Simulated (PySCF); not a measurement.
CHO, SMILES [CH]=O (connectivity only; charge and spin as stated), charge +1, multiplicity 1. Atoms are numbered in the order given.

```xyz
3

C      0.0000     0.0000     0.5157
O      0.0000     0.0000    -0.5883
H      0.0000     0.0000     1.6126
```
Charge +1, spin multiplicity 1.

Coordinates come from a r2SCAN-D4/def2-TZVPD optimisation. The isomer is the one that the SMILES or the coordinates give; other isomers of the formula were not compared.

Lowest vertical singlet excitation by several levels in PySCF, with rough processor times relative to the cheapest run on one machine. Each run also gave further roots (ADC and EOM-CCSD ionised and attached states too); roots are paired by order and the bases differ. EOM-CCSD serves as a yardstick, not as the true value; all levels that ended soundly for this molecule are listed, with differences from unrounded values.

```json
[
 {"level": "TDDFT-PBE/def2-TZVPD", "relative cost": "1"},
 {"level": "ADC(2)/aug-cc-pVDZ", "relative cost": "1"},
 {"level": "EOM-CCSD/aug-cc-pVDZ", "relative cost": "3"},
 {"level": "TDDFT-B3LYP/def2-TZVPD", "relative cost": "3"},
 {"level": "TDDFT-ωB97X/def2-TZVPD", "relative cost": "4"}
]
```

Computed S1 at each level and its distance from EOM-CCSD:
```json
[
 {"level": "TDDFT-PBE/def2-TZVPD", "S1 (eV)": "9.74", "S1 minus EOM-CCSD (eV)": "-0.30"},
 {"level": "ADC(2)/aug-cc-pVDZ", "S1 (eV)": "10.10", "S1 minus EOM-CCSD (eV)": "0.05"},
 {"level": "EOM-CCSD/aug-cc-pVDZ", "S1 (eV)": "10.05", "S1 minus EOM-CCSD (eV)": "0.00"},
 {"level": "TDDFT-B3LYP/def2-TZVPD", "S1 (eV)": "9.48", "S1 minus EOM-CCSD (eV)": "-0.56"},
 {"level": "TDDFT-ωB97X/def2-TZVPD", "S1 (eV)": "9.51", "S1 minus EOM-CCSD (eV)": "-0.54"}
]
```
